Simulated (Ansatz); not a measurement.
Compare A (`C=C(F)C(=C)F`) with its isomer B (`CC#CC(F)F`).

Calculated with Ansatz (gas phase, PBE0-D4/def2-TZVP geometries, no zero-point term in ΔE). CBS: MP2 limit from def2 TZ/QZ plus the TZ coupled-cluster correction, frozen cores. Functionals use def2-TZVPP. B3LYP here is the variant with VWN-RPA as its local correlation; programs differ in this. One conformer a species, not always the lowest.

Question: Which is lower in electronic energy at CCSD(T)/CBS, and by how much? (Estimate.)

Answer: Ansatz gave: A, by 43.1 kJ/mol.

Question: Give E(B) − E(A) in kJ/mol with CCSD/def2-TZVPP, BLYP-D4, B3LYP, MP2/def2-TZVPP, CCSD(T)/def2-TZVPP, B2PLYP, r2SCAN-D4. (Estimate.)

Answer: Computed: CCSD/def2-TZVPP 39.2, BLYP-D4 56.8, B3LYP 49.1, MP2/def2-TZVPP 27.1, CCSD(T)/def2-TZVPP 42.2, B2PLYP 40.3, r2SCAN-D4 57.6. None reverses the order clearly.

Question: Does the order hold for the free energy at 298.15 K (harmonic terms from PBE0-D4)? (Estimate.)

Answer: The calculation gave: Yes: G(B) − G(A) = +34.0 kJ/mol, for one conformer each. Modes under 60 cm⁻¹, often nearly free rotors, make the harmonic entropy too high.

Largest T1 diagnostic: 0.012.

From r2SCAN to r2SCAN0 (25 % exact exchange), in def2-TZVPP and without D4, E(B) − E(A) moves by −4.6 kJ/mol. The D4 term adds +4.5 kJ/mol with B3LYP and +2.3 kJ/mol with PBE0; it sums over pairs of atoms, weighted by their polarisabilities, and B3LYP, whose exchange is more repulsive, gets the larger term.
